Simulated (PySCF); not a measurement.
NMR problem set

Theoretical values (PySCF 2.14): shieldings: GIAO PBE0/pcSseg-1, spin–spin couplings from B3LYP/pcJ-1 (spin–dipole term left out of most H,H and C,H couplings), PBE0-D3(BJ)/def2-SVP structure. No solvent model, a single conformation, relativity neglected, rapidly exchanging positions averaged.

δ = σ(ref) − σ, references computed at the same level: 1H and 13C vs TMS. Multiplet labels drop J under 1 Hz and among equivalent protons, and merge close values. Unscaled 3J(H,H) run several per cent high. Shifts are as computed. Against solution values, carbons near 30 ppm lie about +2 ppm off and those near 130 ppm about +5 ppm. Of 1211 compounds with measured shifts, 218 miss one by over three times the rms of a fit or turn the order of signals round; such compounds aren't used in these exercises. OH and NH positions are gas-phase values without hydrogen bonding to other molecules.

Q: C3H7N. 1H NMR (600 MHz, computed): δ 2.03 (tt, J = 8.1, 4.4 Hz, 1H), 0.51 (m, 2H), 0.01 (br s, 2H), -0.08 (m, 2H). 13C{1H} NMR (computed): δ 27.1 (CH), 10.0 (CH2). Identify the compound.

A: Cyclopropylamine (C1(N)CC1). The formula gives 1 degree of unsaturation (1 ring in the answer). 2 carbon signals for 3 carbons: some carbons are equivalent by symmetry or fast rotation. Carbon types of the structure: 1 × CH, 2 × CH2, leaving 2 H on heteroatoms. δC 27.1, 10.0: three-membered-ring carbon. δH 2.03, 0.51, -0.08: hydrogen on a three-membered-ring carbon. δH 0.01: hydrogen on an amine nitrogen; exchangeable; this is the value without hydrogen bonding to other molecules.

Q: C3H7N. 1H NMR (600 MHz, computed): δ 9.42 (br s, 1H), 1.93 (s, 3H), 1.83 (s, 3H). 13C{1H} NMR (computed): δ 180.1 (C), 31.8 (CH3), 27.8 (CH3). Identify the compound.

A: SMILES C(C)(C)=N. Rings plus π bonds: 1 (no ring in the answer). 3 carbon signals for 3 carbons: no two carbons are equivalent. Carbon types of the structure: 1 × C, 2 × CH3, leaving 1 H on heteroatoms. δC 180.1: C=N carbon. δC 31.8, 27.8: methyl carbon; aliphatic region, no heteroatom directly attached. δH 9.42: hydrogen on an imine nitrogen; exchangeable; this is the value without hydrogen bonding to other molecules. δH 1.93, 1.83: hydrogen on a methyl carbon.
